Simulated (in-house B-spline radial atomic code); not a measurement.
# Functionals against successive ionisation energies: Mg to Mg⁶⁺

Ionisation energies as differences of self-consistent total energies from an all-electron radial atomic-structure program (B-spline basis): all electrons, radial basis limit, scalar-relativistic (one-electron X2C), spin-polarised at highest spin, spherical densities; exact exchange is averaged over the determinants of each configuration. No spin-orbit coupling, Breit or QED terms. NIST's values run from ground level to ground level, so in open shells the differences also hold multiplet and fine-structure energies that spherical high-spin averages miss. Columns give computed minus NIST, in eV; a star marks a semi-empirical value. Species are left out where the tabulated value is theory, is uncertain by more than 0.12 eV, or (13 ions, such as In⁴⁺, Te⁴⁺ and Bi⁴⁺) lies off its series for all methods alike, which flatters the means a little.

| species | shell | NIST (eV) | Hartree-Fock | LDA VWN5 | RPBE | wB97X | revTPSS |
| --- | --- | --- | --- | --- | --- | --- | --- |
| Mg | 3s | 7.65 | -1.03 | +0.09 | -0.01 | -0.03 | -0.07 |
| Mg⁺ | 3s | 15.04 | -0.29 | +0.34 | +0.29 | -0.40 | 0.00 |
| Mg²⁺ | 2p | 80.14 | -1.55 | +0.47 | +0.26 | +0.06 | +0.45 |
| Mg³⁺ | 2p | 109.27* | -1.65 | +0.57 | +0.31 | +0.22 | +0.29 |
| Mg⁴⁺ | 2p | 141.33 ± 0.03* | -1.98 | -0.33 | -0.67 | -0.66 | -1.20 |
| Mg⁵⁺ | 2p | 186.76 ± 0.06* | +0.06 | +0.52 | +0.62 | +0.46 | +0.84 |
| Mg⁶⁺ | 2p | 225.02 ± 0.06* | +0.07 | +0.86 | +0.89 | +0.81 | +0.85 |

Problem. How do the methods rank, and which species is hardest?

Solution. Mean absolute (signed) differences: wB97X 0.38 (+0.07) eV; RPBE 0.44 (+0.24) eV; LDA VWN5 0.45 (+0.36) eV; revTPSS 0.53 (+0.17) eV; Hartree-Fock 0.95 (-0.91) eV. For Mg⁴⁺, which loses a 2p electron, the nearest method is off by -0.33 eV, the largest such miss.
